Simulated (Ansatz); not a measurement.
A made-up structure of CH4NSi (charge -1), closed shell:

```
7
angstrom
C -1.0866 0.3685 -0.7066
Si 0.3059 0.0088 0.2555
N 1.2337 -1.3406 0.3374
H -1.5458 -0.3060 -1.4232
H -1.5579 1.3424 -0.6030
H -1.4209 0.1992 0.2850
H 1.9968 -1.2665 1.0017
```

It is relaxed with PBE-D4/def2-SVPD and then PBE0-D4/def2-TZVPD (Ansatz 0.2.0). Atoms count as bonded within 1.22 times the sum of their covalent radii (H–H: 0.88 Å). The end point is not checked to be a true minimum.

(1) Does its bonding change? (Judge from chemistry; the calculation decides.)

## Answers

(1) Computed: No: no bond forms or breaks.

Where it ends: The first stage lowers the energy by 2.03 eV in 15 steps. It ends as CH₄NSi ([CH3][Si][NH]), total charge -1:
C1  (-1.178, 0.312, -0.409)
Si2  (0.422, 0.197, 0.693)
N3  (1.153, -1.176, 0.111)
H4  (-1.207, -0.519, -1.124)
H5  (-1.204, 1.264, -0.956)
H6  (-2.081, 0.285, 0.217)
H7  (2.021, -1.356, 0.614)
(Å)

Labels in which every atom is bracketed show which atoms are joined, not bond orders.

For scale, one of the runs: PBE0-D4/def2-TZVPD relaxation, 153 basis functions, launched by `ansatz run in.yaml --threads 2 --pin off --events-out ev --progress --plain --max-ram 4352MiB`. The run took about 19 s on 2 CPU threads of an Intel Xeon 6975P-C (shared host).
